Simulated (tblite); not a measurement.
Methyl acetate, C₃H₆O₂.
Bonds: C1–O2, O2–C3, C3–C4, C3–O5 (double). Hydrogens: H6, H7, H8 on C1; H9, H10, H11 on C4.

Computed with GFN2-xTB (tblite), gas phase: Langevin dynamics at 300 K from the optimised GFN2-xTB geometry, time step 0.5 fs, friction 0.01 fs⁻¹, 2000 steps.

Start geometry:
```
atom  x, y, z in Å
C1      1.853    0.015    0.009
O2      0.531    0.456   -0.268
C3     -0.463   -0.333    0.163
C4     -1.804    0.263   -0.174
O5     -0.284   -1.369    0.743
H6      1.976   -1.025   -0.299
H7      2.063    0.092    1.078
H8      2.516    0.666   -0.555
H9     -1.741    0.825   -1.100
H10    -2.096    0.940    0.626
H11    -2.545   -0.527   -0.249
```

The statistics below take the 31 frames saved every 25 fs from 250 to 1000 fs; their kinetic temperature (all 3N coordinates) averages 321 K.

**Question.** Give the mean, spread and extremes of the bond lengths.

**Answer.** 
| bond | start (Å) | mean (Å) | standard deviation (Å) | shortest (Å) | longest (Å) |
| --- | --- | --- | --- | --- | --- |
| C1–O2 | 1.421 | 1.424 | 0.032 | 1.360 | 1.491 |
| O2–C3 | 1.340 | 1.348 | 0.030 | 1.298 | 1.411 |
| C3–C4 | 1.505 | 1.510 | 0.032 | 1.448 | 1.600 |
| C3=O5 | 1.201 | 1.204 | 0.019 | 1.168 | 1.240 |
| C1–H6 | 1.092 | 1.100 | 0.037 | 1.033 | 1.179 |
| C1–H7 | 1.092 | 1.096 | 0.032 | 1.028 | 1.155 |
| C1–H8 | 1.087 | 1.103 | 0.049 | 1.030 | 1.206 |
| C4–H9 | 1.086 | 1.094 | 0.033 | 1.041 | 1.159 |
| C4–H10 | 1.088 | 1.093 | 0.034 | 1.032 | 1.162 |
| C4–H11 | 1.086 | 1.085 | 0.034 | 1.016 | 1.151 |

**Question.** Give the same statistics for bond angles, one of each kind.

**Answer.** 
| angle | start (°) | mean (°) | standard deviation (°) | smallest (°) | largest (°) |
| --- | --- | --- | --- | --- | --- |
| O2–C1–H6 | 110.2 | 109.4 | 3.9 | 99.1 | 117.6 |
| O2–C1–H8 | 106.3 | 107.6 | 5.0 | 99.0 | 119.5 |
| H6–C1–H7 | 108.8 | 110.1 | 5.2 | 101.2 | 120.0 |
| H6–C1–H8 | 110.8 | 110.1 | 4.5 | 100.8 | 117.6 |
| C1–O2–C3 | 116.4 | 117.7 | 3.5 | 110.2 | 123.4 |
| O2–C3–C4 | 110.9 | 110.4 | 2.9 | 105.3 | 117.2 |
| O2–C3–O5 | 123.5 | 123.6 | 2.6 | 118.2 | 128.6 |
| C4–C3–O5 | 125.6 | 125.7 | 3.4 | 118.0 | 133.2 |
| C3–C4–H9 | 110.1 | 108.3 | 4.4 | 98.6 | 115.0 |
| H9–C4–H10 | 108.7 | 109.3 | 4.4 | 102.6 | 117.7 |
| H9–C4–H11 | 111.0 | 109.3 | 4.7 | 101.1 | 119.1 |

**Question.** How far does each atom move about its mean position (frames aligned on the start, all atoms weighted alike), and what rms force does it feel?

**Answer.** 
```csv
atom,rms displacement (Å),rms force (eV/Å)
C1,0.16,2.13
O2,0.37,1.45
C3,0.27,2.16
C4,0.06,2.22
O5,0.93,1.54
H6,0.82,1.23
H7,0.77,1.13
H8,0.79,1.48
H9,0.96,1.08
H10,1.03,1.13
H11,1.05,1.17
```

The displacements run from 0.06 to 1.05 Å, the largest at H11.

**Question.** Follow the torsion C1–O2–C3–C4 through every second one of these frames.

**Answer.** 
```
t (fs)  C1–O2–C3–C4 (°)
   250              177
   300              170
   350              177
   400             -162
   450             -176
   500              176
   550              180
   600              179
   650              170
   700             -178
   750             -162
   800              174
   850              174
   900             -174
   950             -172
  1000              170
```

Largest departure from the start value over all these frames: C1–O2–C3–C4 19° (start 179°).

**Question.** How widely does the potential energy scatter, against a harmonic estimate?

**Answer.** Mean 0.36 eV above the start, standard deviation 0.079 eV, range 0.20 to 0.54 eV. For 27 classical harmonic modes at 300 K the canonical values are 27kT/2 = 0.35 eV and kT·√(27/2) = 0.095 eV.

The run is classical and short, so these are rough statistics of one trajectory.

What follows is the cost of the whole dynamics run. Time: 4.5 s of wall time; peak memory 0.18 GiB. Hardware: Arm Neoverse V2, one thread, shared host with 96 logical CPUs at a one-minute load of 15.
